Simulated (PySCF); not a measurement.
Compound: C4H9Cl.
SMILES with atom numbers: `[CH3:1][CH:2]([CH3:3])[CH2:4][Cl:5]` (hydrogens: H6, H7, H8 on C1; H9 on C2; H10, H11, H12 on C3; H13, H14 on C4)

Geometry (PBE0-D3(BJ)/def2-SVP, Å), atoms numbered from 1 in this order:
```
atom  x, y, z in Å
C1     1.2436   -0.6510   -0.3708
C2     0.0389   -0.0903    0.3724
C3     0.0435    1.4356    0.3851
C4    -1.2756   -0.5804   -0.2155
Cl5   -1.4682   -2.3566   -0.0963
H6     2.1833   -0.3156    0.0933
H7     1.2482   -0.3127   -1.4207
H8     1.2317   -1.7505   -0.3696
H9     0.0760   -0.4479    1.4169
H10    0.9638    1.8182    0.8514
H11   -0.0015    1.8411   -0.6394
H12   -0.8116    1.8429    0.9469
H13   -1.3525   -0.3222   -1.2830
H14   -2.1332   -0.1383    0.3105
```

Computed with core-valence-separated Tamm–Dancoff BHandHLYP/aug-pcX-1 (pcseg-1 on H, def2-SVPD on Cl) in PySCF, non-relativistic, gas phase, PBE0-D3(BJ)/def2-SVP geometry. Absolute energies from this functional tend to lie a few eV below measured edges; no shift was applied.

The lowest roots of each edge with f over 0.003 (five at most, numbered afresh; weaker and dark ones are left out), with transition dipoles (au) in the frame of the coordinates:

```csv
root,edge,E (eV),f,μx,μy,μz
1,C,284.94,0.0690,-0.0084,-0.0989,0.0062
2,C,285.41,0.0089,-0.0016,0.0356,0.0026
3,C,285.44,0.0117,0.0370,0.0009,-0.0176
4,C,285.98,0.0218,-0.0223,0.0070,-0.0507
5,C,286.03,0.0228,-0.0120,0.0165,-0.0533
```

Question: Molecules are fixed in this frame and the field points along z. What effective strengths 3 f cos²θ do the roots have (θ between field and μ)?

Answer: root 1 (C4): 0.001, root 2 (C1/C3): 0.000, root 3 (C1/C3): 0.006, root 4 (C1): 0.054, root 5 (C2): 0.060. Averaged over all orientations cos²θ is 1/3, which gives f back.

The run took 24 s of wall time on an Arm Neoverse N1 with one thread, shared host with 64 logical CPUs at a one-minute load of 60, and the process peaked at 0.81 GiB of memory.

One conformer stands for the species.
